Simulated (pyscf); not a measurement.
This saddle point was located with ωB97X-D3(BJ)/def2-SVP in PySCF.

```
Si
H 1 1.4861
H 1 1.6179 2 122.49
H 3 1.0391 1 77.79 2 0.05
H 3 1.1056 4 150.67 1 -0.02
Cl 1 2.0639 2 100.37 4 116.87
Cl 1 2.0640 2 100.36 4 -116.96
```
Charge 0, spin multiplicity 1.

Surface: singlet, charge 0. Lowest wavenumbers (cm⁻¹): 1710i, 131, 180, 480, 528.

### Question
What reaction is this the transition state of?

### Answer
Cl–SiH₂–Cl (SMILES Cl[SiH2]Cl) + H₂ (SMILES [H][H]) <-> Cl–SiH₂–Cl (SMILES Cl[SiH2]Cl) + H₂ (SMILES [H][H]), a four-centre exchange read from left to right: H–Si, H–H broken and H–Si, H–H formed. At ωB97M-D3(BJ)/def2-TZVP it lies +65.0 kcal/mol from the left side and +65.0 kcal/mol from the right (each side as separated species at their lowest minima found). At the saddle there is also a short H–Si contact that neither side keeps. The same reactants have a lower exit, to H₃Si–Cl + HCl (barrier +51.3 kcal/mol at ωB97M-D3(BJ)/def2-TZVP, against +65.0 kcal/mol here). This is the saddle that the search found; another between the same sides may lie lower.
